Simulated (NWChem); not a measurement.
Species: HS anion

```xyz
2

S      0.0000     0.0000    -0.0799
H      0.0000     0.0000     1.2780
```
Atoms are numbered in this order, from 1.

Program: NWChem. Sets without diffuse functions describe the anion's extra electron poorly. Coordinates come from a B3LYP/def2-SVPD optimisation. The highest occupied level is positive in some or all of these runs, so the extra electron may be held by the finite basis. Total energies compare along this basis series because the functional is fixed.

| level | basis functions | energy (Ha) | highest occupied level (eV) | orbital gap (eV) |
|---|---|---|---|---|
| B3LYP/cc-pVDZ | 23 | -398.8189 | 1.70 | 6.26 |
| B3LYP/aug-cc-pVDZ | 36 | -398.8536 | 0.13 | 3.51 |
| B3LYP/cc-pVTZ | 48 | -398.8528 | 0.94 | 5.93 |
| B3LYP/aug-cc-pVTZ | 73 | -398.8671 | 0.12 | 3.23 |
| B3LYP/cc-pVQZ | 89 | -398.8632 | 0.62 | 5.58 |
